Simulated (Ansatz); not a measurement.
Compare A (`CCC(N)=O`) with its isomer B (`C=C(N)CO`).

Computed with Ansatz on PBE0-D4/def2-TZVP structures; ΔE is electronic, products minus reactants. CBS: MP2 limit from def2 TZ/QZ plus the TZ coupled-cluster correction, frozen cores. DFT in def2-TZVPP. B3LYP here is the variant with VWN-RPA as its local correlation; programs differ in this. Each species was taken in one conformer, which may not be the lowest.

Which isomer does CCSD(T)/CBS put lower? Give the gap. (Estimate.)

The calculation gave: A, by 123.7 kJ/mol.

Give E(B) − E(A) in kJ/mol with PBE-D4, HF/def2-TZVPP, CCSD/def2-TZVPP, B3LYP, B3LYP-D4, CCSD(T)/def2-SVP, r2SCAN-D4. (Best estimate.)

The calculation gave: PBE-D4 130.9, HF/def2-TZVPP 139.9, CCSD/def2-TZVPP 127.9, B3LYP 130.6, B3LYP-D4 129.0, CCSD(T)/def2-SVP 146.5, r2SCAN-D4 135.0. None reverses the order clearly.

Does the order hold for the free energy at 298.15 K (harmonic terms from PBE0-D4)? (Estimate.)

The calculation gave: Yes: G(B) − G(A) = +128.0 kJ/mol, for one conformer each. Modes under 60 cm⁻¹, often nearly free rotors, make the harmonic entropy too high.

Largest T1 diagnostic: 0.013.

Leaving LDA and LC-ωPBE aside and taking each functional with its dispersion term where it has one, the values, not all of them listed here, spread over 8.2 kJ/mol, from BLYP-D4 to B97M-V. LDA lies −6.7 kJ/mol from PBE without D4. In def2-TZVPP, CCSD(T) changes the Hartree–Fock value by −12.5 kJ/mol (the triples alone add −0.5 kJ/mol) and MP2 by −9.2 kJ/mol.
